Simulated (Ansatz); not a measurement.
# SiHClO (SMILES O[Si]Cl): levels of theory compared

We compute a comparison of 6 runs (B3LYP/STO-3G, HSE06/STO-3G, wB97M-V/STO-3G, RPA@PBE/STO-3G, BCCD(T)/STO-3G, CCSDTQ/STO-3G) of SiHClO. 

Program for the calculation: Ansatz 0.2.0.

82 further runs of the same task are left out: 1 that didn't finish, 81 set aside as unsound or not needed.

**1. The structure to begin with**

The species is SiHClO (4 atoms), meant as a singlet with charge 0. SMILES: `O[Si]Cl`. The Si2–O1 distance was set to 2.455 Å, away from the relaxed value.

Bond lengths: Si2–Cl3 2.110 Å, O1–H4 0.963 Å. A long bond or contact: O1–Si2 2.455 Å.

**2. The energy at B3LYP/STO-3G (run 1)**

Contents of job.yaml:

```yaml
crystal:
  periodic: [false, false, false]
  atoms:
    - symbol: O
      position_ang: [-1.150611, 1.070178, -0.786571]
    - symbol: Si
      position_ang: [-0.434200, -0.789700, 0.647000]
    - symbol: Cl
      position_ang: [1.662300, -0.701000, 0.421400]
    - symbol: H
      position_ang: [-0.499611, 1.600378, -1.257871]
basis:
  gaussian:
    orbitals: STO-3G
hamiltonian:
  xc: {name: B3LYP}
accuracy: high
```

Launch:

```console
ansatz run job.yaml --threads 1 --pin off --max-ram 2610MiB --events-out events.jsonl --progress --plain --runs-dir runs
```

The log of the run:

```text
Warning: RAYON_NUM_THREADS=1 ignored (pool sized by the plan → 1); use --threads N
Functional definition: B3LYP
  name "B3LYP"
  parameter a0 = 0.2
  parameter ax = 0.72
  parameter ac = 0.81
  exchange = (1 - a0 - ax)*slater_x + ax*b88_x + a0*exact_x
  correlation = (1 - ac)*vwn_rpa_c + ac*lyp_c
418 factors; integrals over basis functions are off by at most 3.1e-8 eV
mean field evaluation 1: about -22196.0129 eV, gradient 3.4e1 eV
mean field evaluation 2: about -21962.6509 eV, gradient 1.8e2 eV
mean field evaluation 4: about -22198.2647 eV, gradient 4.5e1 eV
mean field evaluation 8: about -22198.2500 eV, gradient 4.5e1 eV
mean field evaluation 16: about -22204.1329 eV, gradient 1.0e-8 eV
mean field -22204.13289191 eV, -815.9868332757 hartree, gradient 2.3e-8 eV, S^2 0.000000; 0 other end points of the search recorded, 0 dependent functions left out
reference -22204.13291985 eV, -815.9868343028 hartree; 20, 20 occupied and 4, 4 virtual orbitals, 418 factors
Total energy: -22204.13291985 eV, -815.9868343028 hartree
```

It took 1.5 s on 1 thread of Arm Neoverse V1, shared host; peak memory 0.096 GiB.

**3. A single-point energy at HSE06/STO-3G (run 2)**

Contents of in.yaml:

```yaml
crystal:
  periodic: [false, false, false]
  atoms:
    - {symbol: O, position_ang: [-1.150611, 1.070178, -0.786571]}
    - {symbol: Si, position_ang: [-0.434200, -0.789700, 0.647000]}
    - {symbol: Cl, position_ang: [1.662300, -0.701000, 0.421400]}
    - {symbol: H, position_ang: [-0.499611, 1.600378, -1.257871]}
basis:
  gaussian: {orbitals: STO-3G}
hamiltonian: {xc: hse06}
accuracy: high
total_charge: 0
```

Launch:

```console
ansatz run in.yaml --threads 1 --pin off --max-ram 2610MiB --events-out events.jsonl --progress --plain --runs-dir runs
```

The log of the run:

```text
Warning: RAYON_NUM_THREADS=1 ignored (pool sized by the plan → 1); use --threads N
Functional definition: HSE06
  name "HSE06"
  parameter a = 0.25
  parameter omega = 0.11/bohr
  exchange = pbe_x - a*pbe_x_sr(omega) + a*exact_x_sr(omega)
  correlation = pbe_c
418 factors; integrals over basis functions are off by at most 3.1e-8 eV
64 factors; integrals over basis functions are off by at most 5.6e-10 eV
mean field evaluation 1: about -22187.1781 eV, gradient 3.4e1 eV
mean field evaluation 2: about -21953.0522 eV, gradient 1.8e2 eV
mean field evaluation 4: about -22189.8318 eV, gradient 4.2e1 eV
mean field evaluation 8: about -22189.8226 eV, gradient 4.2e1 eV
mean field evaluation 16: about -22195.0298 eV, gradient 1.9e-8 eV
mean field -22195.02980623 eV, -815.6523010473 hartree, gradient 2.1e-8 eV, S^2 0.000000; 0 other end points of the search recorded, 0 dependent functions left out
reference -22195.02980807 eV, -815.6523011151 hartree; 20, 20 occupied and 4, 4 virtual orbitals, 418 factors
Total energy: -22195.02980807 eV, -815.6523011151 hartree
```

Run time: 1.9 s. Hardware: 1 thread of Arm Neoverse V1, shared host; peak memory 0.097 GiB.

**4. The energy at wB97M-V/STO-3G (run 3)**

job.yaml: that of step 2 with these lines changed.

```diff
@@ -12,6 +12,5 @@
 basis:
-  gaussian:
-    orbitals: STO-3G
-hamiltonian:
-  xc: {name: B3LYP}
+  gaussian: {orbitals: STO-3G}
 accuracy: high
+magnetization: {spin_polarized: false}
+hamiltonian: {xc: {name: wB97M-V}}
```

Launch:

```console
ansatz run job.yaml --threads 1 --pin off --max-ram 2610MiB --events-out events.jsonl --progress --plain --runs-dir runs
```

The log of the run, shortened:

```text
Warning: RAYON_NUM_THREADS=1 ignored (pool sized by the plan → 1); use --threads N
Functional definition: wB97M-V
  name "wB97M-V"
[...]
  gx(w, u) = 1 - cx + cx01*u + cx10*w
  gss(w, u) = css00 + css04*u^4 + css10*w + css20*w^2 + css43*w^4*u^3
  gos(w, u) = cos00 + cos10*w + (cos20 + cos21*u)*w^2 + (cos60 + cos61*u)*w^6
[...]
      + integral(e_c_pw_mod_opposite_spin*gos(b97_w_opposite, b97_u_opposite)) + vv10(b, c)
418 factors; integrals over basis functions are off by at most 3.1e-8 eV
157 factors; integrals over basis functions are off by at most 1.2e-9 eV
[...]
mean field -22206.03624524 eV, -816.0567802207 hartree, gradient 2.2e-8 eV, S^2 0.000000; 0 other end points of the search recorded, 0 dependent functions left out
reference -22206.03624757 eV, -816.0567803061 hartree; 20, 20 occupied and 4, 4 virtual orbitals, 418 factors
Total energy: -22206.03624757 eV, -816.0567803061 hartree
```

Wall time 20 s (1 thread of Arm Neoverse V1, shared host); peak memory 0.28 GiB.

Runs 4 to 5 aren't shown in full; the table further down has their settings and results.

**5. A single-point energy at CCSDTQ/STO-3G (run 6)**

Contents of run.yaml:

```yaml
crystal:
  periodic: [false, false, false]
  atoms:
    - symbol: O
      position_ang: [-1.150611, 1.070178, -0.786571]
    - symbol: Si
      position_ang: [-0.434200, -0.789700, 0.647000]
    - symbol: Cl
      position_ang: [1.662300, -0.701000, 0.421400]
    - symbol: H
      position_ang: [-0.499611, 1.600378, -1.257871]
basis:
  gaussian:
    orbitals: STO-3G
correlation:
  method: ccsdtq
  frozen_orbitals: {Cl: 5, H: 0, O: 1, Si: 5}
accuracy: high
scf:
  omitted_lower_state_checks: [cluster_reference, increment]
```

Launch:

```console
ansatz run run.yaml --threads 1 --pin off --max-ram 2610MiB --events-out events.jsonl --progress --plain --runs-dir runs
```

The log of the run:

```text
Warning: RAYON_NUM_THREADS=1 ignored (pool sized by the plan → 1); use --threads N
[... 12 lines left out ...]
11 core orbitals not correlated: weight in the atoms' cores, before any rotation towards them, 1.000 or more for the frozen orbitals, at most 0.000 for the correlated occupied ones
[... 76 lines left out ...]
WARN: these amplitudes may be one of several solutions (largest doubles amplitude 0.35, level shift 7.92 eV)
Total energy: -22167.15222868 eV, -814.6278189684 hartree
Checks for a lower state left out: cluster_reference, increment
```

Wall time 14 s (1 thread of Arm Neoverse V1, shared host); peak memory 0.15 GiB.

**6. The series**

```csv
run,level,frozen core orbitals,energy (Eh),wall time
1,B3LYP/STO-3G,–,-815.986834,1.5 s
2,HSE06/STO-3G,–,-815.652301,1.9 s
3,wB97M-V/STO-3G,–,-816.056780,20 s
4,RPA@PBE/STO-3G,11,-814.690553,2.9 s
5,BCCD(T)/STO-3G,11,-814.620591,0.28 s
6,CCSDTQ/STO-3G,11,-814.627819,14 s
```

**7. What came out**

```
                                           quantity          value
                                run 6: total energy  -814.62782 Eh
run 6: correlation energy (11 core orbitals frozen)     -157.3 mEh
                               run 6: T1 diagnostic          0.067
```

**Reading.** Totals of different functionals can't be ranked against each other. In runs 4, 5, 6 the log says that unrestricted orbitals would lower the reference, so the values rest on an unstable closed-shell determinant (other closed-shell runs at this shape may share the fault). In runs 1, 2, 3, 4, 5, 6 the basis is minimal, so the values are rough. All runs together took 40 s, the longest 20 s.
